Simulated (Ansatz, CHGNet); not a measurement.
How well does each level of theory give the elastic constant C44 of rock-salt HfN?

Reference value: 150 GPa (measured, temperature not stated, no zero-point or thermal correction; as tabulated in Wu et al. (2005), arXiv:cond-mat/0412374).

| level (code) | value (GPa) | cell (Å³/atom) | difference (%) |
|---|---|---|---|
| CHGNet 0.3.0 | 39.7 | 11.64 | -74 |
| LDA (Ansatz) | 127 | 11.15 | -15.3 |
| PBE (Ansatz) | 116 | 11.76 | -23 |
| PBE-D3(BJ) (Ansatz) | 119 | 11.52 | -21 |
| HSE06 (Ansatz) | 136 | 11.54 | -9.3 |

The reference's temperature isn't stated, so close values are not ranked against it. Off by more than 25 %, or 35 % on the side where a correction would as a rule narrow the miss (bounds picked here): CHGNet 0.3.0 (-74 %).

The reference isn't brought to a static lattice, while the calculations are for one, so the differences are not the levels' errors alone. A static lattice is as a rule stiffer than a warm one, by over a tenth in soft solids.  Density-functional levels without +SOC have no spin–orbit coupling. PBE-D3(BJ): the dispersion coefficients are held fixed in the derivatives. HSE06: hybrids on metals are sensitive to the k mesh. HSE06: the run warned that the count of filled bands differs between k points. Each level is taken at its own relaxed cell. K meshes differ between the levels. Ansatz's density-functional and Hartree–Fock values are scalar-relativistic unless marked +SOC, with PAW data made under PBE.

Machine-learned potentials (CHGNet 0.3.0) are trained on DFT data: a solid inside that data is no test of them.

Differences are worked out from the printed values.

Ansatz is a program for electronic structure.
